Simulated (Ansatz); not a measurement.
# C3H4N2: how energies converge with the basis set

One table from this session's results is given with a row withheld; the runs are named, their logs left out.

Program: Ansatz 0.2.0, Gaussian basis. Level of theory: one geometry, several basis sets. These are calculated values, not measurements.

Levels to be run: PBE0-D4/def2-SVP; ωB97M-V/def2-SVP; PBE0-D4/def2-QZVPP; ωB97M-V/def2-QZVPP; the functionals' def2-TZVPP values are taken from earlier runs.

### The geometry

The geometry comes from an earlier relaxation with PBE0-D4 in a triple-zeta def2 set; it is a stationary point, not always the lowest conformer.

SMILES `CC(=N)C#N`, 9 atoms, charge 0, spin multiplicity 1.

Atoms are counted from 1 here; the program's logs count them from 0.

Bond lengths: C1–C2 1.497 Å, C1–H6 1.093 Å, C1–H7 1.090 Å, C1–H8 1.093 Å, C2–N3 1.266 Å, C2–C4 1.451 Å, N3–H9 1.021 Å, C4–N5 1.150 Å. Angles: C2–C1–H6 110.2°, C2–C1–H7 110.5°, C2–C1–H8 110.2°, H6–C1–H7 109.4°, H6–C1–H8 107.1°, H7–C1–H8 109.4°, C1–C2–N3 128.3°, C1–C2–C4 114.5°, N3–C2–C4 117.2°, C2–N3–H9 110.2°, C2–C4–N5 176.5°.

Set-up of the first run:

The input, in.yaml:

```yaml
crystal:
  periodic: [false, false, false]
  atoms:
    - {symbol: C, position_ang: [-0.156473, -0.881991, -0.463808]}
    - {symbol: C, position_ang: [0.154653, 0.346663, 0.333337]}
    - {symbol: N, position_ang: [0.731659, 0.427330, 1.456757]}
    - {symbol: C, position_ang: [-0.270985, 1.589194, -0.284148]}
    - {symbol: N, position_ang: [-0.632984, 2.535409, -0.828132]}
    - {symbol: H, position_ang: [0.319201, -0.825690, -1.446187]}
    - {symbol: H, position_ang: [0.192950, -1.774075, 0.056446]}
    - {symbol: H, position_ang: [-1.233483, -0.959722, -0.632871]}
    - {symbol: H, position_ang: [0.983963, -0.503418, 1.791505]}
basis:
  gaussian: {orbitals: def2-SVP}
hamiltonian: {xc: pbe0, dispersion: d4}
output: {orbitals: {seedname: orbitals}}
```

The run is started by

```sh
$ ansatz run in.yaml --threads 2 --pin off --events-out ev --progress --plain --max-ram 4352MiB
```

Steps of the session up to this table: PBE0-D4 in def2-SVP; ωB97M-V in def2-SVP; PBE0-D4 in def2-QZVPP; ωB97M-V in def2-QZVPP.

One of the session's tables, all rows but one given; the rest of the session is left out.

It belongs to the step «Functionals by basis». 

| functional | basis | HOMO (eV) |
| --- | --- | --- |
| PBE0-D4 | def2-SVP | -8.51 |
| PBE0-D4 | def2-TZVPP | -8.72 |
| PBE0-D4 | def2-QZVPP | ? |
| ωB97M-V | def2-SVP | -10.93 |
| ωB97M-V | def2-TZVPP | -11.16 |
| ωB97M-V | def2-QZVPP | -11.19 |

Q: Estimate the row for PBE0-D4, def2-QZVPP from the others.

As computed: HOMO (eV): -8.75. In the column «HOMO (eV)» it lies between ωB97M-V, def2-SVP (-10.93) and PBE0-D4, def2-TZVPP (-8.72).
